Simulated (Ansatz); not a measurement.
Job for Ansatz (an electronic-structure program): R-r2SCAN/def2-TZVPP on formaldehyde (SMILES C=O), atoms moved off the minimum.

Ansatz 0.2 input:
```yaml
crystal:
  periodic: [false, false, false]
  atoms:
    - {symbol: C, position_ang: [-0.46489712, 0.19671536, -0.05161567]}
    - {symbol: O, position_ang: [0.76283758, -0.12845779, 0.00627716]}
    - {symbol: H, position_ang: [-1.35665298, -0.64795058, -0.01254256]}
    - {symbol: H, position_ang: [-0.88535960, 1.24463261, 0.03450933]}
basis:
  gaussian:
    orbitals: def2-TZVPP
hamiltonian:
  xc: {name: r2SCAN}
scf: {lower_state_search: off}
output: {forces: true}
```

Question: What total energy does the run end on?

Answer: -114.4700 hartree.
